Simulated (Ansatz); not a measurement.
Trigonal Se, treated with PBEsol (Ansatz, a first-principles code, plane waves, PAW).

Numerical settings: plane-wave cutoff 500 eV, 12×12×6 k mesh (along the axes of the cell as run), gaussian smearing 0.02 eV, scalar-relativistic PAW data made under PBE.

Cell (relaxed at this level):

```
CELL_PARAMETERS angstrom
      2.01979    -3.49837     0.00000
      2.01979     3.49837     0.00000
      0.00000     0.00000     5.12016
ATOMIC_POSITIONS crystal
  Se 0.00000 0.24865 0.66667
  Se 0.75135 0.75135 0.00000
  Se 0.24865 0.00000 0.33333
```

Predict the band gap.


- band gap = 0.45 eV (on the SCF k mesh)

Note: the cell comes from a level without a dispersion term, which matters for the spacing of layers, chains or molecules.

Spin–orbit coupling is not included.
